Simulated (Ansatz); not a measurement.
# Si₂H₄O (SMILES O[SiH]=[SiH2]): single points off equilibrium

The task here is to estimate one member of a computed series from the others.

Program: Ansatz 0.2.0, Gaussian basis. Level of theory: single points in def2-TZVPP. These are calculated values, not measurements.

Correlated methods freeze the cores. B3LYP uses VWN-RPA correlation.

### The system as given

SMILES `O[SiH]=[SiH2]`, 7 atoms, charge 0, spin multiplicity 1.

Atoms are counted from 1 here; the program's logs count them from 0.

Bond lengths: O1–Si2 1.556 Å, O1–H4 0.757 Å, Si2–Si3 2.319 Å, Si2–H5 1.623 Å, Si3–H6 1.364 Å, Si3–H7 1.204 Å. Angles: Si2–O1–H4 134.9°, O1–Si2–Si3 115.6°, O1–Si2–H5 106.8°, Si3–Si2–H5 109.8°, Si2–Si3–H6 111.6°, Si2–Si3–H7 108.2°, H6–Si3–H7 109.7°.

As a file:

| atom | x (Å) | y (Å) | z (Å) |
| --- | --- | --- | --- |
| O1 | -1.4180 | -0.9257 | -0.6346 |
| Si2 | -0.4625 | 0.3026 | -0.6051 |
| Si3 | 1.3100 | 0.1589 | 0.8832 |
| H4 | -2.1415 | -1.0451 | -0.4462 |
| H5 | -1.3749 | 1.5965 | -0.2501 |
| H6 | 2.2225 | 1.1508 | 0.6756 |
| H7 | 1.8373 | -0.9132 | 0.7383 |

Set-up of the first run:

The input, run/in.yaml:

```yaml
crystal:
  periodic: [false, false, false]
  atoms:
    - {symbol: O, position_ang: [-1.418000, -0.925700, -0.634600]}
    - {symbol: Si, position_ang: [-0.462500, 0.302600, -0.605100]}
    - {symbol: Si, position_ang: [1.310000, 0.158900, 0.883200]}
    - {symbol: H, position_ang: [-2.141500, -1.045100, -0.446200]}
    - {symbol: H, position_ang: [-1.374900, 1.596500, -0.250100]}
    - {symbol: H, position_ang: [2.222500, 1.150800, 0.675600]}
    - {symbol: H, position_ang: [1.837300, -0.913200, 0.738300]}
basis:
  gaussian: {orbitals: def2-TZVPP}
correlation: {method: ccsd_t}
output: {forces: true}
```

No record of the launch command was kept for these runs.

Among the steps run: CCSD(T)/def2-TZVPP; PBE0-D4/def2-TZVPP; wB97M-V/def2-TZVPP; r2SCAN-D4/def2-TZVPP; PBE-D4/def2-TZVPP; B3LYP-D4/def2-TZVPP; BHLYP-D4/def2-TZVPP.

One of the session's tables, all rows but one given; the rest of the session is left out.

```
   method  RMS force component (eV/Å)  angle to CCSD(T) forces (°)  dipole (D)
  CCSD(T)                       7.362                    reference        1.22
  PBE0-D4                       7.390                          1.0        1.33
  wB97M-V                       7.359                          0.8        1.36
r2SCAN-D4                       7.366                          0.8        1.39
   PBE-D4                       7.477                          1.0        1.40
 B3LYP-D4                       7.330                          0.5        1.30
 BHLYP-D4                           ?                            ?           ?
```

**Question.** Estimate the row for BHLYP-D4.

The run gave: RMS force component (eV/Å): 7.235; angle to CCSD(T) forces (°): 1.4; dipole (D): 1.24. In the column «RMS force component (eV/Å)» it is the lowest.
